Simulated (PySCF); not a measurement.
Compound: C₂H₃P.
SMILES with atom numbers: `[CH3:1][C:2]#[P:3]` (hydrogens: H4, H5, H6 on C1)

Cartesian coordinates in Å at the PBE0-D3(BJ)/def2-TZVP level; atoms count from 1:
```xyz
6
C2H3P angstrom
C     -0.516   -0.158    0.054
C      0.866    0.248   -0.108
P      2.334    0.677   -0.273
H     -1.196    0.624   -0.297
H     -0.725   -1.068   -0.514
H     -0.743   -0.355    1.106
```

All values: wB97X-D/pcSseg-2 (PySCF, non-relativistic), on one gas-phase PBE0-D3(BJ)/def2-TZVP geometry that isn't relaxed in the solvent. The solvent is an IEF-PCM continuum (Bondi radii, 1.10 Å for H, scaled by 1.2). The model holds no explicit solvent molecules, cavitation or dispersion.

Gas phase at wB97X-D/pcSseg-2: HOMO -9.33 eV, LUMO 0.75 eV, dipole 1.65 D.

Q: What does the continuum do to the energy, the frontier levels and the dipole at wB97X-D/pcSseg-2 in chloroform?

A: 
| solvent | ε | E(solvent) − E(gas) (kJ/mol) | polarisation term (kJ/mol) | distortion of the solute (kJ/mol) | HOMO (eV) | LUMO (eV) | dipole (D) |
| --- | --- | --- | --- | --- | --- | --- | --- |
| chloroform | 4.711 | -5.76 | -6.53 | 0.77 | -9.37 | 0.73 | 2.06 |

The first energy column is the sum of the next two and covers electrostatics alone.

Q: Which radius a makes the point-dipole formula ΔE = −[(ε − 1)/(2ε + 1)]·μ²/a³ give the value in chloroform, with the gas-phase dipole?

A: μ = 0.649 au and |ΔE| = 0.00220 Eh give a = 2.16 Å; the farthest nucleus lies 2.44 Å from the centroid of the nuclei, so such a sphere wouldn't even hold the nuclei. The formula assumes a rigid point dipole at the centre of a sphere.

Q: Give the dipole vector in the frame of the coordinates (D, pointing from negative to positive charge), gas and chloroform.

A: Gas (-1.57, -0.46, 0.19), solvent (-1.97, -0.58, 0.23). Its length changes by +25 % and its direction by less than 1°.

wB97X-D is run here without its empirical dispersion term; that term would change no orbital, density or response property at a fixed geometry.
